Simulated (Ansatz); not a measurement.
Cohesive energy (eV/atom) of 21 elemental metals, computed with PBE (Ansatz, a program for electronic structure, plane waves, PAW) and with HSE06 in Ansatz (plane waves, PAW). The set holds measured phases with no doubt noted on the run or the magnetic state but for the caveats below. 23 more of the class have both values but aren't in it, for one of these reasons: built or high-temperature cells, doubts on the run or the magnetic state, unlike cells, values of zero, layered or molecular crystals. Solids without a value at one level (not run, failed, or a magnetic order lost), or held back for tests, aren't counted.

All rows, in order of the shift (worked out from unrounded values):

```json
[
 {"solid": "fcc Cu", "PBE": "3.52", "HSE06": "3.08", "shift (eV/atom)": "-0.44"},
 {"solid": "hcp Lu", "PBE": "4.17", "HSE06": "4.00", "shift (eV/atom)": "-0.17"},
 {"solid": "fcc Pb", "PBE": "2.95", "HSE06": "2.79", "shift (eV/atom)": "-0.16"},
 {"solid": "fcc Ag", "PBE": "2.53", "HSE06": "2.38", "shift (eV/atom)": "-0.15"},
 {"solid": "fcc Au", "PBE": "3.05", "HSE06": "2.92", "shift (eV/atom)": "-0.13"},
 {"solid": "bcc Ba", "PBE": "1.88", "HSE06": "1.77", "shift (eV/atom)": "-0.12"},
 {"solid": "fcc Ca", "PBE": "1.91", "HSE06": "1.81", "shift (eV/atom)": "-0.10"},
 {"solid": "bcc Li", "PBE": "1.61", "HSE06": "1.55", "shift (eV/atom)": "-0.05"},
 {"solid": "fcc Sr", "PBE": "1.61", "HSE06": "1.57", "shift (eV/atom)": "-0.05"},
 {"solid": "bcc Na", "PBE": "1.08", "HSE06": "1.04", "shift (eV/atom)": "-0.04"},
 {"solid": "hcp Tl", "PBE": "2.01", "HSE06": "1.97", "shift (eV/atom)": "-0.04"},
 {"solid": "hcp Be", "PBE": "3.73", "HSE06": "3.70", "shift (eV/atom)": "-0.04"},
 {"solid": "bcc K", "PBE": "0.87", "HSE06": "0.84", "shift (eV/atom)": "-0.03"},
 {"solid": "bcc Rb", "PBE": "0.77", "HSE06": "0.75", "shift (eV/atom)": "-0.03"},
 {"solid": "bcc Cs", "PBE": "0.71", "HSE06": "0.69", "shift (eV/atom)": "-0.03"},
 {"solid": "fcc Al", "PBE": "3.43", "HSE06": "3.42", "shift (eV/atom)": "-0.01"},
 {"solid": "body-centred tetragonal In", "PBE": "2.32", "HSE06": "2.32", "shift (eV/atom)": "0.00"},
 {"solid": "α-phase Ga", "PBE": "2.63", "HSE06": "2.64", "shift (eV/atom)": "+0.02"},
 {"solid": "hcp Mg", "PBE": "1.50", "HSE06": "1.52", "shift (eV/atom)": "+0.02"},
 {"solid": "hcp Zn", "PBE": "1.11", "HSE06": "1.18", "shift (eV/atom)": "+0.07"},
 {"solid": "hcp Cd", "PBE": "0.75", "HSE06": "0.87", "shift (eV/atom)": "+0.13"}
]
```

The shift from PBE to HSE06 has a median of -0.04 eV/atom, and eight in ten lie between -0.16 eV/atom and +0.02 eV/atom; HSE06 is the larger in 5 of 21.

Ansatz's runs of these crystals have no spin polarisation.

Spin–orbit coupling is left out, also for the solids with elements from indium on (body-centred tetragonal In, bcc Ba, hcp Tl, bcc Cs, fcc Pb, hcp Lu, fcc Au); its size isn't shown.

Free atoms are spin-polarised, in the lowest state found; at levels without +SOC their spin–orbit coupling is left out. Each level is taken at its own relaxed cell. Caveats: the cell is over a tenth larger than the published one (another phase or state, or a fault of the published cell, is possible) (PBE: hcp Tl). Ansatz's density-functional and Hartree–Fock values are scalar-relativistic unless marked +SOC, with PAW data made under PBE.
